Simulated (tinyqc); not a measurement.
CIS on RHF in the sto-6g basis, frozen core, for HF, spin multiplicity 1, step by step. Computed by tinyqc, a small Python program that keeps every step (integrals from PySCF). Settings: charge = 0, multiplicity = 1, basis = sto-6g, method = RHF, frozen orbitals = 1, energy threshold = 1e-10, iteration cap = 63, orthogonalisation = symmetric, start = atomic densities, DIIS depth = 6. Command: `OMP_NUM_THREADS=1 python tinyqc.py 31422 31423 out.jsonl` (the two numbers bound the seeds that draw the settings). One thread of a shared host (Intel(R) Xeon(R) Processor @ 2.60GHz), about 0.09 s of CPU time with the checks. The early iterations of the SCF are left out here.

## One-electron integrals

Geometry (angstrom):
```
atom       x       y       z
F     0.0000  0.0000  0.0000
H     0.0000  0.0000  1.1250
```

Basis sto-6g: exponents (1/bohr^2) and contraction coefficients of normalised primitives:
```
element  l (shell)   exponent  coefficient
F            s (1)  1728.6266       0.0092
F            s (1)   316.9418       0.0494
F            s (1)    88.6689       0.1685
F            s (1)    30.4602       0.3706
F            s (1)    11.8286       0.4165
F            s (1)     4.8717       0.1303
F            s (2)    67.0323      -0.0133
F            s (2)    13.2674      -0.0470
F            s (2)     4.1235      -0.0338
F            s (2)     1.5865       0.2502
F            s (2)     0.6890       0.5951
F            s (2)     0.3158       0.2407
F            p (3)    67.0323       0.0038
F            p (3)    13.2674       0.0377
F            p (3)     4.1235       0.1739
F            p (3)     1.5865       0.4180
F            p (3)     0.6890       0.4259
F            p (3)     0.3158       0.1017
H            s (1)    35.5232       0.0092
H            s (1)     6.5131       0.0494
H            s (1)     1.8221       0.1685
H            s (1)     0.6260       0.3706
H            s (1)     0.2431       0.4165
H            s (1)     0.1001       0.1303
```

Overlap, kinetic and nuclear-attraction integrals over the contracted functions; the nuclear repulsion is the sum of Za Zb / Rab.

nuclear repulsion = 4.233418 hartree

overlap S, lower triangle:
```
         1F 1s   1F 2s  1F 2px  1F 2py  1F 2pz   2H 1s
1F 1s   1.0000
1F 2s   0.2325  1.0000
1F 2px  0.0000  0.0000  1.0000
1F 2py  0.0000  0.0000  0.0000  1.0000
1F 2pz  0.0000  0.0000  0.0000  0.0000  1.0000
2H 1s   0.0313  0.3256  0.0000  0.0000  0.2727  1.0000
```

kinetic energy T (hartree), lower triangle:
```
          1F 1s   1F 2s  1F 2px  1F 2py  1F 2pz   2H 1s
1F 1s   37.3977
1F 2s   -1.1433  1.0823
1F 2px   0.0000  0.0000  3.2513
1F 2py   0.0000  0.0000  0.0000  3.2513
1F 2pz   0.0000  0.0000  0.0000  0.0000  3.2513
2H 1s   -0.0053  0.0432  0.0000  0.0000  0.1345  0.7685
```

nuclear attraction V (hartree), lower triangle:
```
           1F 1s     1F 2s    1F 2px    1F 2py    1F 2pz    2H 1s
1F 1s   -78.2928
1F 2s    -7.9751  -11.9450
1F 2px    0.0000    0.0000  -11.9213
1F 2py    0.0000    0.0000    0.0000  -11.9213
1F 2pz   -0.0106   -0.1238    0.0000    0.0000  -11.9907
2H 1s    -1.2310   -2.8387    0.0000    0.0000   -2.0790  -5.3940
```

core Hamiltonian H = T + V (hartree), lower triangle:
```
           1F 1s     1F 2s   1F 2px   1F 2py   1F 2pz    2H 1s
1F 1s   -40.8951
1F 2s    -9.1184  -10.8627
1F 2px    0.0000    0.0000  -8.6700
1F 2py    0.0000    0.0000   0.0000  -8.6700
1F 2pz   -0.0106   -0.1238   0.0000   0.0000  -8.7394
2H 1s    -1.2363   -2.7955   0.0000   0.0000  -1.9445  -4.6255
```

## Two-electron integrals

Functions are numbered as in S; the eight-fold symmetry (ij|kl) = (ji|kl) = (kl|ij) leaves the list below.

Two-electron integrals (ij|kl) in chemists' order, unique and non-zero (hartree):
```
(11|11) 5.4062   (21|11) 0.7681   (21|21) 0.1389   (22|11) 1.2663
(22|21) 0.2840   (22|22) 0.9264   (31|31) 0.0295   (32|31) 0.0447
(32|32) 0.2048   (33|11) 1.2663   (33|21) 0.2840   (33|22) 0.9264
(33|33) 0.9981   (41|41) 0.0295   (42|41) 0.0447   (42|42) 0.2048
(43|43) 0.0538   (44|11) 1.2663   (44|21) 0.2840   (44|22) 0.9264
(44|33) 0.8905   (44|44) 0.9981   (51|51) 0.0295   (52|51) 0.0447
(52|52) 0.2048   (53|53) 0.0538   (54|54) 0.0538   (55|11) 1.2663
(55|21) 0.2840   (55|22) 0.9264   (55|33) 0.8905   (55|44) 0.8905
(55|55) 0.9981   (61|11) 0.1102   (61|21) 0.0191   (61|22) 0.0382
(61|33) 0.0382   (61|44) 0.0382   (61|51) 0.0008   (61|52) 0.0016
(61|55) 0.0384   (61|61) 0.0027   (62|11) 0.2877   (62|21) 0.0655
(62|22) 0.2396   (62|33) 0.2362   (62|44) 0.2362   (62|51) 0.0048
(62|52) 0.0364   (62|55) 0.2464   (62|61) 0.0090   (62|62) 0.0778
(63|31) 0.0072   (63|32) 0.0414   (63|53) 0.0075   (63|63) 0.0112
(64|41) 0.0072   (64|42) 0.0414   (64|54) 0.0075   (64|64) 0.0112
(65|11) 0.2000   (65|21) 0.0462   (65|22) 0.1805   (65|33) 0.1730
(65|44) 0.1730   (65|51) 0.0100   (65|52) 0.0670   (65|55) 0.1955
(65|61) 0.0066   (65|62) 0.0720   (65|65) 0.0772   (66|11) 0.4613
(66|21) 0.1071   (66|22) 0.4508   (66|33) 0.4362   (66|44) 0.4362
(66|51) 0.0094   (66|52) 0.1008   (66|55) 0.4799   (66|61) 0.0148
(66|62) 0.1931   (66|65) 0.2068   (66|66) 0.7750
```

## Orthogonalisation

S = U s U^T; symmetric (Loewdin) form X = U s^(-1/2) U^T, so that X^T S X = 1.

eigenvalues of S: 0.5468  0.8512  1.0000  1.0000  1.1248  1.4772

X, lower triangle:
```
          1F 1s    1F 2s  1F 2px  1F 2py   1F 2pz   2H 1s
1F 1s    1.0217
1F 2s   -0.1253   1.0692
1F 2px   0.0000   0.0000  1.0000
1F 2py   0.0000   0.0000  0.0000  1.0000
1F 2pz  -0.0040   0.0394  0.0000  0.0000   1.0322
2H 1s    0.0158  -0.1879  0.0000  0.0000  -0.1545  1.0788
```

## Iteration 7 (converged): orbitals

converged F (hartree), lower triangle:
```
           1F 1s    1F 2s   1F 2px   1F 2py   1F 2pz    2H 1s
1F 1s   -26.2525
1F 2s    -6.3709  -2.8946
1F 2px    0.0000   0.0000  -0.4712
1F 2py    0.0000   0.0000   0.0000  -0.4712
1F 2pz   -0.0174  -0.0433   0.0000   0.0000  -0.2669
2H 1s    -0.8665  -0.7878   0.0000   0.0000  -0.4803  -0.3733
```

Diagonalise F' = X^T F X, C = X C', fill 5 alpha and 5 beta electrons from the bottom; D = 2 C_occ C_occ^T. Each column has its largest component positive (the first on a tie).

F' = X^T F X (hartree), lower triangle:
```
          1        2        3        4        5        6
1  -25.8434
2   -3.1750  -1.7485
3    0.0000   0.0000  -0.4712
4    0.0000   0.0000   0.0000  -0.4712
5   -0.0349   0.0711   0.0000   0.0000  -0.1379
6   -0.1047  -0.3909   0.0000   0.0000  -0.4694  -0.0643
```

orbital energies (hartree): MO1 -26.2556, MO2 -1.4411, MO3 -0.5287, MO4 -0.4712, MO5 -0.4712, MO6 0.4314

coefficients C:
```
            MO1      MO2      MO3     MO4      MO5      MO6
1F 1s    0.9972  -0.2429   0.0556  0.0000   0.0000   0.0580
1F 2s    0.0122   0.9835  -0.3089  0.0000   0.0000  -0.3646
1F 2px   0.0000   0.0000   0.0000  0.9952  -0.0980   0.0000
1F 2py   0.0000   0.0000   0.0000  0.0980   0.9952   0.0000
1F 2pz   0.0013   0.0408   0.6905  0.0000   0.0000  -0.7826
2H 1s   -0.0023   0.1099   0.5745  0.0000   0.0000   0.9387
```

D after iteration 7, lower triangle:
```
          1F 1s    1F 2s  1F 2px  1F 2py  1F 2pz   2H 1s
1F 1s    2.1129
1F 2s   -0.4879   2.1255
1F 2px   0.0000   0.0000  2.0000
1F 2py   0.0000   0.0000  0.0000  2.0000
1F 2pz   0.0594  -0.3462  0.0000  0.0000  0.9568
2H 1s    0.0059  -0.1388  0.0000  0.0000  0.8023  0.6842
```

Within a degenerate level the vectors are fixed only up to a rotation; this is one choice.

## Convergence

Stop when the energy changes by less than 1e-10 hartree and every element of the error matrix X^T (F D S - S D F) X is below 3e-06.

Course of the cycle:
```
iteration  E (hartree)     change  largest element of the error matrix
1          -100.142743          -                             8.96e-01
2           -99.422578   7.20e-01                             2.88e-01
3           -99.474120  -5.15e-02                             2.55e-02
4           -99.474691  -5.71e-04                             3.33e-03
5           -99.474697  -6.89e-06                             3.71e-05
6           -99.474697  -8.29e-10                             1.33e-06
7           -99.474697  -8.81e-13                             7.94e-09
```

PySCF RHF in the same basis = -99.474697 hartree

Converged in 7 iterations.

## Integrals over molecular orbitals

(pq|rs) = sum C_ip C_jq C_kr C_ls (ij|kl), one index at a time.

one-electron integrals over orbitals h = C^T H C (hartree), lower triangle:
```
          1        2        3        4        5        6
1  -40.8819
2    0.7271  -9.1984
3   -0.1610   0.5376  -7.1199
4    0.0000   0.0000   0.0000  -8.6700
5    0.0000   0.0000   0.0000   0.0000  -8.6700
6   -0.1762   0.9385   2.1271   0.0000   0.0000  -6.0582
```

Two-electron integrals over orbitals (pq|rs), unique and non-zero (hartree); the lowest 1 orbital is frozen and left out:
```
(22|22) 0.8696    (32|22) -0.0409   (32|32) 0.1446    (33|22) 0.7188
(33|32) -0.0248   (33|33) 0.7080    (42|42) 0.1873    (43|42) -0.0328
(43|43) 0.0392    (44|22) 0.8923    (44|32) -0.0715   (44|33) 0.7069
(44|44) 0.9981    (52|52) 0.1873    (53|52) -0.0328   (53|53) 0.0392
(54|54) 0.0538    (55|22) 0.8923    (55|32) -0.0715   (55|33) 0.7069
(55|44) 0.8905    (55|55) 0.9981    (62|22) -0.1026   (62|32) -0.0676
(62|33) -0.0272   (62|44) -0.1003   (62|55) -0.1003   (62|62) 0.0922
(63|22) -0.2141   (63|32) 0.0872    (63|33) -0.1043   (63|44) -0.2288
(63|55) -0.2288   (63|62) 0.0445    (63|63) 0.2127    (64|42) -0.0333
(64|43) -0.0201   (64|64) 0.0296    (65|52) -0.0333   (65|53) -0.0201
(65|65) 0.0296    (66|22) 0.6539    (66|32) 0.0553    (66|33) 0.6599
(66|44) 0.6336    (66|55) 0.6336    (66|62) -0.0596   (66|63) -0.0196
(66|66) 0.6935
```

## CIS matrix, singlets

A(ia,jb) = (e_a - e_i) d_ij d_ab + 2 (ia|jb) - (ij|ab).

CIS matrix A, singlet (hartree), lower triangle:
```
        2>6     3>6     4>6     5>6
2>6  1.4030
3>6  0.0337  0.7256
4>6  0.0000  0.0000  0.3283
5>6  0.0000  0.0000  0.0000  0.3283
```

## CIS singlet states

dipole integrals <i|r|a> (bohr):
```
           x        y        z
2>6   0.0000   0.0000  -0.0104
3>6   0.0000   0.0000   1.0963
4>6  -0.0188  -0.0018   0.0000
5>6   0.0018  -0.0188   0.0000
```

Diagonalise A (1 hartree = 27.211386 eV); each vector has its largest component positive (the first on a tie). The transition dipole is mu = sqrt2 sum c_ia <i|r|a>.

singlet excitation energies (eV): 8.9332  8.9332  19.6982  38.2242

lowest vectors:
```
     state 1  state 2  state 3  state 4
2>6   0.0000   0.0000  -0.0495   0.9988
3>6   0.0000   0.0000   0.9988   0.0495
4>6  -0.0454   0.9990   0.0000   0.0000
5>6   0.9990   0.0454   0.0000   0.0000
```

oscillator strengths 2/3 w |mu|^2: 0.0002  0.0002  1.1584  0.0036

Within a degenerate level the vectors are fixed only up to a rotation; this is one choice.

## CIS matrix, triplets

A(ia,jb) = (e_a - e_i) d_ij d_ab - (ij|ab).

CIS matrix A, triplet (hartree), lower triangle:
```
         2>6     3>6     4>6     5>6
2>6   1.2186
3>6  -0.0553  0.3002
4>6   0.0000  0.0000  0.2691
5>6   0.0000  0.0000  0.0000  0.2691
```

## CIS triplet states

Diagonalise A (1 hartree = 27.211386 eV); each vector has its largest component positive (the first on a tie).

triplet excitation energies (eV): 7.3219  7.3219  8.0781  33.2511

lowest vectors:
```
     state 1  state 2  state 3  state 4
2>6   0.0000   0.0000   0.0598   0.9982
3>6   0.0000   0.0000   0.9982  -0.0598
4>6  -0.0422   0.9991   0.0000   0.0000
5>6   0.9991   0.0422   0.0000   0.0000
```

Within a degenerate level the vectors are fixed only up to a rotation; this is one choice.
